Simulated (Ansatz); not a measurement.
in.yaml

```yaml
crystal:
  periodic: [false, false, false]
  atoms:
    - {symbol: Al, position_ang: [0.000000, 0.000000, -0.102095]}
    - {symbol: H, position_ang: [0.000000, 0.899579, 1.366496]}
    - {symbol: H, position_ang: [0.000000, -0.899579, 1.366496]}
basis:
  gaussian: {orbitals: aug-cc-pVTZ}
total_charge: 1
magnetization: {spin_polarized: true, initial_magnetization: 2}
correlation: {method: ccsdt_q, electrons: outside_noble_gas}
```

```sh
$ ansatz run in.yaml --threads 1 --pin off --events-out ev --progress --plain --max-ram 2393MiB
```

(1) Roughly how long does this take on 1 thread of Arm Neoverse V1, shared host, and how much host memory?

```
1124 factors; integrals over basis functions are off by at most 1.4e-7 eV
mean field evaluation 1: about -6603.4265 eV, gradient 6.8e0 eV
mean field evaluation 2: about -6603.4291 eV, gradient 6.8e0 eV
mean field evaluation 4: about -6604.1043 eV, gradient 8.9e-1 eV
mean field evaluation 8: about -6604.1232 eV, gradient 7.8e-4 eV
mean field evaluation 16: about -6604.1232 eV, gradient 2.4e-6 eV
mean field -6604.12323489 eV, -242.6970524468 hartree, gradient 2.4e-6 eV, S^2 2.036020; 0 other end points of the search recorded, 0 dependent functions left out
5 core orbitals not correlated: weight in the atoms' cores, before any rotation towards them, 1.000 or more for the frozen orbitals, at most 0.000 for the correlated occupied ones
reference -6604.12323489 eV, -242.6970524468 hartree; 3, 1 occupied and 88, 90 virtual orbitals, 1124 factors
second order -1.16733148 eV of doubles, -0.00000000 eV of singles
cycle   1  -1.41653474 eV  change   -2.5e-1 eV  update   5.5e-2
cycle   2  -1.63874015 eV  change   -2.2e-1 eV  update   3.1e-2
cycle   3  -1.65001869 eV  change   -1.1e-2 eV  update   9.6e-3
cycle   4  -1.65684330 eV  change   -6.8e-3 eV  update   3.6e-3
cycle   5  -1.65821127 eV  change   -1.4e-3 eV  update   1.3e-3
cycle   6  -1.65758113 eV  change    6.3e-4 eV  update   4.4e-4
cycle   7  -1.65781128 eV  change   -2.3e-4 eV  update   2.0e-4
cycle   8  -1.65788646 eV  change   -7.5e-5 eV  update   7.2e-5
cycle   9  -1.65782167 eV  change    6.5e-5 eV  update   2.6e-5
cycle  10  -1.65782873 eV  change   -7.1e-6 eV  update   9.7e-6
cycle  11  -1.65782774 eV  change    9.9e-7 eV  update   3.8e-6
cycle  12  -1.65782884 eV  change   -1.1e-6 eV  update   1.5e-6
cycle  13  -1.65782808 eV  change    7.5e-7 eV  update   7.0e-7
cycle  14  -1.65782790 eV  change    1.8e-7 eV  update   2.6e-7
perturbative correction -0.00043139 eV, -0.0000158533 hartree
Total energy: -6605.78149418 eV, -242.7579923517 hartree
```

For the same geometry and basis full CI lies 1.4 meV higher.

Results:

(1) 72 s wall and 1.2 GiB.
